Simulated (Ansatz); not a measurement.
Two shapes of singlet CH₄O.

Shape 1:

```xyz
6

C    -0.0174    0.0168   -0.6425
O    -0.0400   -0.0384    0.7607
H    -0.0123   -1.0215   -1.0222
H    -0.8763    0.4428   -1.0348
H     0.9009    0.4674   -1.1247
H    -0.0135    0.8745    1.1048
```

Shape 2:

```xyz
6

C    -0.0024   -0.0580   -0.6134
O    -0.0816   -0.1087    0.7590
H    -0.0032   -1.0862   -1.0711
H    -0.8793    0.4943   -0.9715
H     0.8440    0.4093   -1.1171
H     0.0413    0.8348    1.0592
```

Basis set: 6-31G (spherical functions). Correlated methods keep 2 orbitals frozen. Charge 0, multiplicity 1.

Computed with Ansatz (development build ahead of 0.2.0); each method stands on the lowest determinant of its kind that the runs found.

**Question.** Which shape is lower in energy, and by how much in each method?

**Answer.**

```csv
method,E(2) − E(1) (eV)
RHF,0.169
RHF-MP2,0.141
```

Shape 1 is lower.
